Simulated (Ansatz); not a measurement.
**CH₄Al− (SMILES [CH2-][AlH2]): functionals against CCSD(T) at one geometry**

An exercise on one series of results from a longer session: the logs are not shown, and one member is left open.

The runs use Ansatz 0.2.0, Gaussian basis; single points in def2-TZVPPD.

Cores are frozen in the correlated methods.

1 further run of the same task is left out (it didn't finish).

## The starting structure

SMILES `[CH2-][AlH2]`, 6 atoms, charge -1, spin multiplicity 1.

Atoms are counted from 1 here; the program's logs count them from 0.

Bond lengths: C1–Al2 1.834 Å, C1–H3 1.093 Å, C1–H4 1.119 Å, Al2–H5 1.669 Å, Al2–H6 1.610 Å. Angles: Al2–C1–H3 124.5°, Al2–C1–H4 117.5°, H3–C1–H4 115.8°, C1–Al2–H5 131.5°, C1–Al2–H6 128.9°, H5–Al2–H6 98.7°.

As a file:

```xyz
6

C    -0.2281   -1.1069    0.2743
Al    0.0545    0.6923    0.0619
H    -0.7650   -1.7372   -0.4387
H     0.4169   -1.6474    1.0116
H     0.0861    1.6541   -1.3016
H     0.0762    1.8517    1.1785
```

Set-up of the first run:

run/in.yaml reads:

```yaml
crystal:
  periodic: [false, false, false]
  atoms:
    - {symbol: C, position_ang: [-0.228082, -1.106873, 0.274258]}
    - {symbol: Al, position_ang: [0.054503, 0.692342, 0.061902]}
    - {symbol: H, position_ang: [-0.764981, -1.737189, -0.438655]}
    - {symbol: H, position_ang: [0.416946, -1.647412, 1.011596]}
    - {symbol: H, position_ang: [0.086126, 1.654070, -1.301616]}
    - {symbol: H, position_ang: [0.076173, 1.851694, 1.178482]}
basis:
  gaussian: {orbitals: "def2-TZVPPD.json"}
total_charge: -1
hamiltonian: {xc: pbe, dispersion: d4}
output: {forces: true}
```

The basis file named in the input lies beside it (Basis Set Exchange, JSON).

Started as:

```bash
$ ansatz run in.yaml --threads 2 --pin off --events-out ev --progress --plain --max-ram 3481MiB
```

Steps of the session up to this table: PBE-D4/def2-TZVPPD; r2SCAN-D4/def2-TZVPPD; PBE0-D4/def2-TZVPPD; wB97M-V/def2-TZVPPD; CCSD(T)/def2-TZVPPD.

One table of the session follows, with a row left open; its other results are not shown here.

| method | RMS force component (eV/Å) | angle to CCSD(T) forces (°) |
| --- | --- | --- |
| PBE-D4 | 0.411 | 11.2 |
| r2SCAN-D4 | ? | ? |
| PBE0-D4 | 0.419 | 13.5 |
| wB97M-V | 0.419 | 17.3 |
| CCSD(T) | 0.474 | reference |

Estimate the missing values for r2SCAN-D4.

As computed: RMS force component (eV/Å): 0.430; angle to CCSD(T) forces (°): 10.6. In the column «RMS force component (eV/Å)» it lies between wB97M-V (0.419) and CCSD(T) (0.474).

Limits of these values: The anion's highest level is positive in at least one run, so there the basis alone may hold the extra electron.
